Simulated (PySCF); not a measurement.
Isomers of C5H11P, mass 102.060 u with the commonest isotopes. The calculation used PySCF, PBE0-D3(BJ)/def2-SVP geometry optimisation, gas phase. One conformer each, none proved a minimum here; rigid rotors.

Question: Order these by out-of-plane moment Σ m c² = (Ia + Ib − Ic)/2, largest first.
A. `[CH3:1][CH2:2][PH:3][CH:4]1[CH2:5][CH2:6]1` with C1–C2–P3–C4 168°, C2–P3–C4–C5 -64°
B. `[CH3:1][CH2:2][CH2:3][P:4]1[CH2:5][CH2:6]1` with C1–C2–C3–P4 -67°, C2–C3–P4–C5 151°
C. `[CH3:1][P:2]([CH3:3])[CH:4]1[CH2:5][CH2:6]1` with C1–P2–C4–C5 -95°

Answer: B (29.85 u·Å²), C (22.27 u·Å²), A (18.57 u·Å²).

Question: Order these by rotational constant A, smallest first.
A. `[CH3:1][CH2:2][CH2:3][P:4]1[CH2:5][CH2:6]1` with C1–C2–C3–P4 -67°, C2–C3–P4–C5 151°
B. `[CH3:1][P:2]([CH3:3])[CH:4]1[CH2:5][CH2:6]1` with C1–P2–C4–C5 -95°
C. `[CH3:1][CH2:2][PH:3][CH:4]1[CH2:5][CH2:6]1` with C1–C2–P3–C4 168°, C2–P3–C4–C5 -64°

Answer: B (4632 MHz), A (5479 MHz), C (6960 MHz).

Question: Order these by radius of gyration √(Σ m r²/M), largest first.
A. `[CH3:1][CH2:2][CH2:3][P:4]1[CH2:5][CH2:6]1` with C1–C2–C3–P4 -67°, C2–C3–P4–C5 151°
B. `[CH3:1][CH2:2][PH:3][CH:4]1[CH2:5][CH2:6]1` with C1–C2–P3–C4 168°, C2–P3–C4–C5 -64°
C. `[CH3:1][P:2]([CH3:3])[CH:4]1[CH2:5][CH2:6]1` with C1–P2–C4–C5 -95°

Answer: B (1.983 Å), A (1.856 Å), C (1.814 Å).

```csv
SMILES,point group,Ia (u·Å²),Ib (u·Å²),Ic (u·Å²),κ,μa (D),μb (D),μc (D)
CCPC1CC1,C1,72.61,347.47,382.94,-0.95,0.35,1.30,0.04
CCCP1CC1,C1,92.24,289.04,321.57,-0.91,0.29,0.26,1.20
CP(C)C1CC1,Cs,109.10,249.09,313.65,-0.72,0.03,0.00,1.23
```
